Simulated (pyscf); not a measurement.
This saddle point was located with ωB97X-D3(BJ)/def2-SVP in PySCF.

```
Ga
H 1 1.7462
H 2 1.0911 1 73.72
As 3 2.0196 2 133.85 1 41.89
H 4 1.5223 3 65.56 2 74.24
Si 1 2.3780 2 109.87 3 125.43
H 6 1.4914 1 110.77 2 -160.81
H 6 1.4915 7 108.85 1 120.68
H 6 1.4920 7 109.49 8 119.01
```
Charge 0, spin multiplicity 1.

Surface: singlet, charge 0. Lowest wavenumbers (cm⁻¹): 1444i, 62, 68, 165, 278.

Problem. Name the species on either side of this saddle.

Solution. H₃Si–GaH–AsH₂ ⇌ H₃Si–Ga=AsH + H₂, an elimination read from left to right: Ga–H, As–H broken and H–H formed. At ωB97M-D3(BJ)/def2-TZVP it lies +2.20 eV from the left side and +1.11 eV from the right (each side as separated species at their lowest minima found). At the saddle there is also a short Ga–H contact that neither side keeps. H₃Si–Ga=AsH lies 0.76 eV over its isomer H₃Si–AsH–Ga [singlet] (electronic energy, ωB97M-D3(BJ)/def2-TZVP). This is the saddle that the search found; another between the same sides may lie lower. Elements up to Kr have no core potential and no relativistic terms here.
